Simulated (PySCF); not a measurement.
## Shapes and spin states of SiF₂

These are results of PySCF, PBE0, basis Si def2-TZVP, F def2-TZVP (no relativity, density fitting), not measurements.

Relaxations began from a few typed shapes and spin states; open shells are unrestricted. The search is not exhaustive: other isomers or separated fragments can lie lower, and high-lying points may rest on an excited occupation.

Question: Order these stationary points by electronic energy, lowest first, in kJ/mol from the lowest minimum.
A. singlet C2v: Si–F 1.601 Å (×2); F–Si–F 100.6°
B. triplet D∞h: Si–F 1.625 Å (×2); F–Si–F 180.0°
C. triplet C2v: Si–F 1.597 Å (×2); F–Si–F 113.6°
D. singlet D∞h: Si–F 1.634 Å (×2); F–Si–F 180.0°

Answer: A (0.0), D (175.8), C (283.9), B (371.4).

Question: Which of them are minima?

Answer: By energy in kJ/mol, 0.0: minimum; 175.8: saddle point, 2 imaginary modes; 283.9: minimum; 371.4: saddle point, 1 imaginary mode.

Counting electrons, silicon keeps 2 of its valence electrons outside its bonds, so the VSEPR class is AX2E1 and the expected shape is bent (C2v), as computed.

The electron or spin density has lower symmetry than the nuclear frame for the triplet D∞h at 371.4 kJ/mol.
